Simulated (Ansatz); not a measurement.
A made-up structure of SiNH$_{2}$, doublet:

| atom | x (Å) | y (Å) | z (Å) |
| --- | --- | --- | --- |
| N1 | 1.5527 | 0.5248 | -0.7907 |
| Si2 | -0.0120 | -0.0041 | 0.0061 |
| H3 | -1.4342 | 0.8292 | -0.1883 |
| H4 | -0.1064 | -1.3499 | 0.9728 |

It is relaxed with PBE-D4/def2-SVP and then PBE0-D4/def2-TZVP (Ansatz 0.2.0). Atoms count as bonded within 1.22 times the sum of their covalent radii (H–H: 0.88 Å). The end point is not checked to be a true minimum.

Q: Does its bonding change? (A judgement: the text doesn't fix the answer.)

A: The calculation gives: No: no bond forms or breaks.

Where it ends: The first stage lowers the energy by 0.70 eV in 4 steps. It ends as SiNH₂ ([N][SiH2]):
N1  (1.386, 0.469, -0.706)
Si2  (-0.011, -0.004, 0.006)
H3  (-1.281, 0.740, -0.168)
H4  (-0.095, -1.205, 0.869)
(Å)

Labels in which every atom is bracketed show which atoms are joined, not bond orders.

For scale, one of the runs: PBE0-D4/def2-TZVP relaxation, 80 basis functions, launched by `ansatz run in.yaml --threads 2 --pin off --events-out ev --progress --plain --max-ram 4352MiB`. The run took about 7 s on 2 CPU threads of an Arm Neoverse V1 (shared host).
